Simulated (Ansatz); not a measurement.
# AlSi₂H₇: how energies converge with the basis set

One table from this session's results is given with a row withheld; the runs are named, their logs left out.

The runs use Ansatz 0.2.0, Gaussian basis; one geometry, several basis sets.

Plan: PBE0-D4/def2-SVP; ωB97M-V/def2-SVP; PBE0-D4/def2-QZVPP; ωB97M-V/def2-QZVPP; the functionals' def2-TZVPP values are taken from earlier runs.

## Structure used throughout

All runs share one geometry, relaxed beforehand with PBE0-D4 in a triple-zeta def2 set.

10 atoms, charge 0, spin multiplicity 1.

Atoms are counted from 1 here; the program's logs count them from 0.

Bond lengths: Al1–Si2 2.447 Å, Al1–H4 1.588 Å, Al1–H5 1.588 Å, Si2–Si3 2.343 Å, Si2–H6 1.492 Å, Si2–H7 1.492 Å, Si3–H8 1.488 Å, Si3–H9 1.489 Å, Si3–H10 1.489 Å. Angles: Si2–Al1–H4 120.3°, Si2–Al1–H5 120.3°, H4–Al1–H5 119.4°, Al1–Si2–Si3 109.6°, Al1–Si2–H6 112.2°, Al1–Si2–H7 112.2°, Si3–Si2–H6 107.5°, Si3–Si2–H7 107.4°, H6–Si2–H7 107.7°, Si2–Si3–H8 112.0°, Si2–Si3–H9 109.9°, Si2–Si3–H10 109.9°, H8–Si3–H9 108.5°, H8–Si3–H10 108.5°, H9–Si3–H10 107.9°.

The first run:

The input, in.yaml:

```yaml
crystal:
  periodic: [false, false, false]
  atoms:
    - {symbol: Al, position_ang: [-1.930657, 0.645703, -0.864367]}
    - {symbol: Si, position_ang: [0.477755, 0.751163, -0.445675]}
    - {symbol: Si, position_ang: [1.112284, -1.017903, 0.953432]}
    - {symbol: H, position_ang: [-2.495519, -0.208329, -2.078278]}
    - {symbol: H, position_ang: [-2.945863, 1.378639, 0.112463]}
    - {symbol: H, position_ang: [0.876919, 2.021220, 0.228839]}
    - {symbol: H, position_ang: [1.273580, 0.634589, -1.702832]}
    - {symbol: H, position_ang: [2.570212, -1.000129, 1.249615]}
    - {symbol: H, position_ang: [0.367723, -0.938239, 2.240409]}
    - {symbol: H, position_ang: [0.776664, -2.317715, 0.309394]}
basis:
  gaussian: {orbitals: def2-SVP}
hamiltonian: {xc: pbe0, dispersion: d4}
output: {orbitals: {seedname: orbitals}}
```

The run is started by

```bash
> ansatz run in.yaml --threads 2 --pin off --events-out ev --progress --plain --max-ram 4352MiB
```

Among the steps run: PBE0-D4 in def2-SVP; ωB97M-V in def2-SVP; PBE0-D4 in def2-QZVPP; ωB97M-V in def2-QZVPP.

One of the session's tables, all rows but one given; the rest of the session is left out.

It belongs to the step «Functionals by basis». 

| functional | basis | HOMO (eV) | LUMO (eV) |
| --- | --- | --- | --- |
| PBE0-D4 | def2-SVP | ? | ? |
| PBE0-D4 | def2-TZVPP | -7.46 | -2.19 |
| PBE0-D4 | def2-QZVPP | -7.46 | -2.20 |
| ωB97M-V | def2-SVP | -9.41 | -0.51 |
| ωB97M-V | def2-TZVPP | -9.39 | -0.58 |
| ωB97M-V | def2-QZVPP | -9.40 | -0.66 |

**Question.** Estimate the row for PBE0-D4, def2-SVP.

The run gave: HOMO (eV): -7.52; LUMO (eV): -2.19. In the column «HOMO (eV)» it lies between ωB97M-V, def2-TZVPP (-9.39) and PBE0-D4, def2-TZVPP (-7.46).
